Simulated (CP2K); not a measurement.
**One shape, several levels: SiPH5Cl+ (SMILES [PH3+][SiH2]Cl)**

Aim: a comparison of 3 runs (AM1, GFN2-xTB, IPEA1-xTB) of SiPH5Cl+. 

Program for the calculation: CP2K 2026.2.

3 further runs of the same task are left out: 1 that didn't finish, 2 set aside as unsound or not needed.

### Step 1. The structure to begin with

The species is SiPH5Cl+ (8 atoms), meant as a singlet with charge +1. As SMILES, `[PH3+][SiH2]Cl`. The coordinates come from a GFN2-xTB relaxation.

Bond lengths: P1–Si2 2.398 Å, Si2–Cl3 1.967 Å, P1–H4 1.378 Å, P1–H5 1.378 Å, P1–H6 1.378 Å, Si2–H7 1.457 Å, Si2–H8 1.457 Å. Some angles: P1–Si2–Cl3 106.5°, P1–Si2–H7 97.8°, P1–Si2–H8 97.8°, Cl3–Si2–H7 117.3°, Cl3–Si2–H8 117.3°, Si2–P1–H4 116.7°, Si2–P1–H5 118.4°, Si2–P1–H6 118.3°, H7–Si2–H8 115.3°, H4–P1–H5 100.1°.

### Step 2. Energy and gradient at AM1 (run 1)

molecule.xyz

```xyz
8

P     -0.620990     0.830820    -0.294210
Si     0.690350    -1.075780     0.334390
Cl     2.410860    -0.380410     0.986310
H     -1.887960     0.579050    -0.774120
H     -0.144830     1.653830    -1.291770
H     -0.911430     1.770760     0.670920
H     -0.225430    -1.627010     1.325150
H      0.689440    -1.751260    -0.956660
```

gas.inp

```
&FORCE_EVAL
    METHOD QUICKSTEP
    &DFT
        CHARGE 1
        MULTIPLICITY 1
        &QS
            METHOD AM1
            EPS_DEFAULT 1.0E-10
            &SE
                &COULOMB
                    CUTOFF [angstrom] 50
                    RC_RANGE [angstrom] 0
                &END COULOMB
                &EXCHANGE
                    CUTOFF [angstrom] 50
                    RC_RANGE [angstrom] 0
                &END EXCHANGE
            &END SE
        &END QS
        &POISSON
            PERIODIC NONE
            POISSON_SOLVER ANALYTIC
        &END POISSON
        &SCF
            SCF_GUESS ATOMIC
            EPS_SCF 1.0E-07
            MAX_SCF 100
            ADDED_MOS 2
            &DIAGONALIZATION
                ALGORITHM STANDARD
            &END DIAGONALIZATION
            &MIXING
                METHOD DIRECT_P_MIXING
                ALPHA 0.4
            &END MIXING
        &END SCF
        &PRINT
            &MOMENTS
                PERIODIC F
                REFERENCE COM
                MAX_MOMENT 1
            &END MOMENTS
            &MO ON
                ENERGIES T
                OCCUPATION_NUMBERS T
                NDIGITS 6
                &EACH
                    QS_SCF 0
                &END EACH
                ADD_LAST NUMERIC
            &END MO
            &HIRSHFELD OFF
            &END HIRSHFELD
        &END PRINT
    &END DFT
    &SUBSYS
        &CELL
            ABC [angstrom] 20.3 19.5 18.6
            PERIODIC NONE
        &END CELL
        &TOPOLOGY
            COORD_FILE_NAME molecule.xyz
            COORD_FILE_FORMAT XYZ
            &CENTER_COORDINATES
            &END CENTER_COORDINATES
        &END TOPOLOGY
    &END SUBSYS
    &PRINT
        &FORCES ON
        &END FORCES
    &END PRINT
&END FORCE_EVAL
&GLOBAL
    PROJECT_NAME gas
    RUN_TYPE ENERGY_FORCE
    PRINT_LEVEL MEDIUM
&END GLOBAL
```

Launch:

```bash
$ OMP_NUM_THREADS=1 cp2k.psmp -i gas.inp > gas.out 2>&1
```

Output:

```text
CP2K| version string:                                       CP2K version 2026.2
[...]
 GLOBAL| Method name                                                        CP2K
[...]
 GLOBAL| Run type                                                   ENERGY_FORCE
[...]
                             - Atoms:                                          8
[...]
                             - Spherical basis functions:                     17
[...]
 Number of electrons:                                                         20
[...]
     1 P_Mix/Diag. 0.40E+00    0.0     0.84998510       -20.4504487391 -2.05E+01
[...]
    26 DIIS/Diag.  0.42E-07    0.0     0.00000005       -23.7611464029 -4.26E-14
  *** SCF run converged in    26 steps ***
  Core-core repulsion energy [eV]:                            884.72858111935818
  Core Hamiltonian energy [eV]:                              -999.04352000643235
  Two-electron integral energy [eV]:                        -1064.51747350893470
  Electronic energy [eV]:                                   -1531.30225676089981
  Total energy [eV]:                                         -646.57367564154151
  Atomic reference energy [eV]:                               653.15031066650283
  Heat of formation [kcal/mol]:                               151.66081858212110
[...]
 SE_DIPOLE| Moment [Debye]          4.69497052      -1.29574861       1.94862228
 SE_DIPOLE| Derivative [a.u.]       0.00000000       0.00000000       0.00000000
 ENERGY| Total FORCE_EVAL ( QS ) energy [hartree]            -23.761146402914637
[...]
```

Wall time 0.42 s (1 thread of Arm Neoverse N1, shared host); peak memory 0.14 GiB.

### Step 3. Energy and forces at GFN2-xTB (run 2)

qs.inp

```
&GLOBAL
  PROJECT qs
  RUN_TYPE ENERGY_FORCE
  PRINT_LEVEL LOW
&END
&FORCE_EVAL
  METHOD QS
  &DFT
    CHARGE 1
    MULTIPLICITY 1
    # Quickstep
    &QS
      METHOD XTB
      EPS_DEFAULT 1.0E-10
      &XTB
        GFN_TYPE TBLITE
        &TBLITE
          METHOD GFN2
        &END
        CHECK_ATOMIC_CHARGES F
      &END
    &END
    &POISSON
      PERIODIC NONE
      POISSON_SOLVER ANALYTIC
    &END
    &SCF
      SCF_GUESS ATOMIC
      EPS_SCF 1.0E-06
      MAX_SCF 150
      ADDED_MOS 4
      EPS_DIIS 0.01
      &DIAGONALIZATION
        ALGORITHM STANDARD
      &END
      &MIXING
        METHOD DIRECT_P_MIXING
        ALPHA 0.4
      &END
      &SMEAR ON
        METHOD FERMI_DIRAC
        ELECTRONIC_TEMPERATURE [K] 300
      &END
    &END
    &PRINT
      &MOMENTS
        PERIODIC F
        REFERENCE COM
        MAX_MOMENT 1
      &END
      &MO ON
        ENERGIES T
        OCCUPATION_NUMBERS T
        NDIGITS 6
        &EACH
          QS_SCF 0
        &END
        ADD_LAST NUMERIC
      &END
      &HIRSHFELD OFF
      &END
    &END
  &END
  # atoms, cell and kinds
  &SUBSYS
    &CELL
      ABC [angstrom] 14.3 13.5 12.6
      PERIODIC NONE
    &END
    &COORD
      P     -0.620990     0.830820    -0.294210
      Si     0.690350    -1.075780     0.334390
      Cl     2.410860    -0.380410     0.986310
      H     -1.887960     0.579050    -0.774120
      H     -0.144830     1.653830    -1.291770
      H     -0.911430     1.770760     0.670920
      H     -0.225430    -1.627010     1.325150
      H      0.689440    -1.751260    -0.956660
    &END
    &TOPOLOGY
      &CENTER_COORDINATES
      &END
    &END
  &END
  &PRINT
    &FORCES ON
    &END
  &END
&END
```

Launch:

```bash
$ OMP_NUM_THREADS=1 cp2k.psmp -i qs.inp > qs.out 2>&1
```

Output:

```text
CP2K| version string:                                       CP2K version 2026.2
[...]
 GLOBAL| Method name                                                        CP2K
[...]
 GLOBAL| Run type                                                   ENERGY_FORCE
[...]
                             - Atoms:                                          8
[...]
                             - Spherical basis functions:                     32
[...]
 Number of electrons:                                                         20
[...]
  *** SCF run converged in    22 steps ***
[...]
  Fermi energy:                                                -0.44523289581671
[...]
 TB_DIPOLE| Moment [Debye]         -4.36929584       0.29809431      -1.76747993
 TB_DIPOLE| Derivative [a.u.]       0.00000000       0.00000000       0.00000000
[...]
 ENERGY| Total FORCE_EVAL ( QS ) energy [hartree]            -10.955362350115955
 FORCES| Atomic forces [hartree/bohr]
 FORCES|   Atom     x               y               z               |f|
 FORCES|      1 -3.34081375E-05 -1.71151060E-04  2.17727278E-05   1.75735143E-04
 FORCES|      2  2.33266459E-04  5.43466589E-04  1.70837551E-04   6.15592920E-04
 FORCES|      3 -9.73716249E-05 -5.18114378E-05 -3.98727542E-05   1.17283822E-04
 FORCES|      4  2.24466083E-04  6.09909859E-05  8.32063460E-05   2.47038901E-04
 FORCES|      5 -7.22251046E-05 -6.54567070E-05  1.21907539E-04   1.56084895E-04
 FORCES|      6  1.75884236E-05 -9.20436861E-05 -1.55810829E-04   1.81819711E-04
 FORCES|      7 -2.07275348E-04 -7.73990175E-05  1.37266269E-04   2.60376086E-04
 FORCES|      8 -6.50407509E-05 -1.46595667E-04 -3.39306849E-04   3.75299516E-04
 FORCES| Sum    -9.46779547E-17 -7.46202145E-17  4.90059382E-17
 FORCES| Total atomic force                                       1.30129449E-16
[...]
```

Run time: 0.42 s. Hardware: 1 thread of Arm Neoverse N1, shared host; peak memory 0.14 GiB.

### Step 4. A single-point energy at IPEA1-xTB (run 3)

molecule.inp

```
&force_eval
  method QUICKSTEP
  &dft
    charge 1
    multiplicity 1
    &qs
      method XTB
      eps_default 1.0E-10
      &xtb
        gfn_type TBLITE
        &tblite
          method IPEA1
        &end tblite
        check_atomic_charges F
      &end xtb
    &end qs
    &poisson
      periodic NONE
      poisson_solver ANALYTIC
    &end poisson
    # self-consistent field
    &scf
      scf_guess ATOMIC
      eps_scf 1.0E-06
      max_scf 150
      added_mos 8
      &diagonalization
        algorithm STANDARD
      &end diagonalization
      &mixing
        method DIRECT_P_MIXING
        alpha 0.4
      &end mixing
    &end scf
    # extra output
    &print
      &moments
        periodic F
        reference COM
        max_moment 1
      &end moments
      &mo ON
        energies T
        occupation_numbers T
        ndigits 6
        &each
          qs_scf 0
        &end each
        add_last NUMERIC
      &end mo
      &hirshfeld OFF
      &end hirshfeld
    &end print
  &end dft
  &subsys
    &cell
      abc [angstrom] 12.3 11.5 10.6
      periodic NONE
    &end cell
    &coord
      P      5.267560     6.571070     4.989100
      Si     6.578900     4.664470     5.617700
      Cl     8.299410     5.359840     6.269620
      H      4.000590     6.319300     4.509190
      H      5.743720     7.394080     3.991540
      H      4.977120     7.511010     5.954230
      H      5.663120     4.113240     6.608460
      H      6.577990     3.988990     4.326650
    &end coord
  &end subsys
&end force_eval

&global
  project molecule
  run_type ENERGY
  print_level MEDIUM
&end global
```

Launch:

```bash
$ OMP_NUM_THREADS=1 cp2k.psmp molecule.inp > molecule.out
```

Output:

```text
CP2K| version string:                                       CP2K version 2026.2
[...]
 GLOBAL| Method name                                                        CP2K
[...]
 GLOBAL| Run type                                                         ENERGY
[...]
                             - Atoms:                                          8
[...]
                             - Spherical basis functions:                     37
[...]
 Number of electrons:                                                         20
[...]
  *** SCF run converged in    12 steps ***
[...]
  Fermi energy:                                                -0.43677599493635
[...]
 TB_DIPOLE| Moment [Debye]         -4.13925485       1.40857181      -1.73397183
 TB_DIPOLE| Derivative [a.u.]       0.00000000       0.00000000       0.00000000
[...]
 ENERGY| Total FORCE_EVAL ( QS ) energy [hartree]            -11.283836501541966
[...]
```

Run time: 0.4 s. Hardware: 1 thread of Arm Neoverse N1, shared host; peak memory 0.14 GiB.

### Step 5. All runs side by side

```
run      level  SCF convergence threshold  iteration cap  energy (Eh)  HOMO energy (eV)  LUMO energy (eV)  HOMO–LUMO gap (eV)  wall time
  1        AM1                      1e-07            100   -23.761146            -16.53             -7.08                9.45     0.42 s
  2   GFN2-xTB                      1e-06            150   -10.955362            -16.56            -11.22                5.35     0.42 s
  3  IPEA1-xTB                      1e-06            150   -11.283837            -16.90            -10.99                5.91      0.4 s
```

### Step 6. Summary of results

| quantity | value |
| --- | --- |
| run 3: total energy | -11.28384 Eh |
| run 3: HOMO energy | -16.90 eV |
| run 3: LUMO energy | -10.99 eV |
| run 3: HOMO–LUMO gap | 5.91 eV |

The HOMO–LUMO gap runs from 5.35 eV (GFN2-xTB) to 9.45 eV (AM1). Force-field and semi-empirical energies have zeros of their own, so their totals don't compare. All runs together took 1.2 s, the longest 0.42 s.
